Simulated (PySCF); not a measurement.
# Ionisation of propylene oxide

Molecule: propylene oxide, `C[C@@H]1CO1` (C3H6O). Numbering: `[CH3:1][C@@H:2]1[CH2:3][O:4]1` These are map numbers, not IUPAC locants.

These are calculated values, ωB97X-D3(BJ)/ma-def2-TZVP in PySCF (grid level 2) at geometries from PBE0-D3(BJ)/def2-SVP. The prefix ma- adds one diffuse s and one diffuse p function on all atoms but H. ωB97X-D3(BJ) is ωB97X-V with D3(BJ) in place of VV10. Thermal corrections: PBE0-D3(BJ)/def2-SVP frequencies, unscaled, ideal gas at 298.15 K and 1 bar, quasi-RRHO entropy.

Frontier levels of the parent: HOMO -10.40 eV, LUMO 1.20 eV.

Oxidation to the radical cation:
```
Vertical ionisation energy (electronic)              : 10.40 eV
Adiabatic ionisation energy (with zero-point energy) : 9.97 eV
Adiabatic, electronic part                           : 10.06 eV
Vertical gap at the product's structure              : 8.75 eV
Inner reorganisation energy (four-point)             : 1649 meV
Relaxation of product / of parent                    : 339 / 1310 meV
⟨S²⟩ of the product                                  : 0.754
Largest spin populations                             : C3 0.38, O4 0.29, C2 0.25
Largest changes of atomic charge                     : O4 0.26, C2 0.15, C3 0.14, H (on C3) 0.09
Distances that move most (Å)                         : C2–C3 1.464 → 1.701; C3–O4 1.410 → 1.352; C2–O4 1.413 → 1.363; C1–C2 1.500 → 1.457
Potential in THF                                     : 7.68 V absolute, 2.93 V against Fc+/Fc computed at 4.74 V (solvation -13 → -231 kJ/mol)
```

Solvents are IEF-PCM continua (electrostatics only, gas-phase structures); absolute potentials refer to an electron at rest in vacuum. Fc+/Fc in THF, 4.74 V, is ωB97X-D3(BJ)/ma-def2-TZVP on PBE0-D3(BJ)/def2-SVP structures with GFN2-xTB thermal terms. Benchmark calculations put it near 5.0 V in acetonitrile and DMSO, so it is about 0.3 V low, and the value against it can read up to that much too high.

Known limits: the split of the reorganisation energy is sensitive to the structures, which come from another level (PBE0-D3(BJ)/def2-SVP).

Run with `OMP_NUM_THREADS=1 python redox_run.py task.json out` on 1 thread of Arm Neoverse V2, a shared host. Structures, frequencies and single points: 5.3 min of wall time.

Differences come from unrounded values, so a last digit can differ from that of the printed terms.
